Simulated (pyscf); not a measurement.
Thermochemistry of product channels of silane (SiH₄) + ethylene (H₂C=CH₂) on the singlet surface, in kcal/mol, from ωB97M-D3(BJ)/def2-TZVP energies (ideal gas, 1 atm, RRHO with modes under 100 cm⁻¹ raised to 100, one conformer, R ln 2 for rigid chiral ones). Single points on ωB97X-D3(BJ)/def2-SVP structures (PySCF, gas phase).

```tsv
products	ΔE	ΔH(298 K)	ΔG(298 K)	ΔG(900 K)
H₂C=CH–SiH₃ + hydrogen (H₂)	(withheld)	+3.0	+3.5	+2.7
H₃C–CH₂–SiH₃	(withheld)	-29.2	-20.1	-2.4
```

Task: Complete the blanks.

Result: 
- H₂C=CH–SiH₃ + hydrogen (H₂), ΔE: +5.6
- H₃C–CH₂–SiH₃, ΔE: -33.1

The channel to H₃C–CH₂–SiH₃ turns unfavourable between 298 and 1200 K (ΔG from -20.1 kcal/mol to +6.0 kcal/mol).

These are energies of the channels, which say nothing of barriers. H₃C–CH₂–SiH₃ lies 12.8 kcal/mol over its isomer H₃C–SiH₂–CH₃, and others may lie lower still (electronic energy, ωB97M-D3(BJ)).
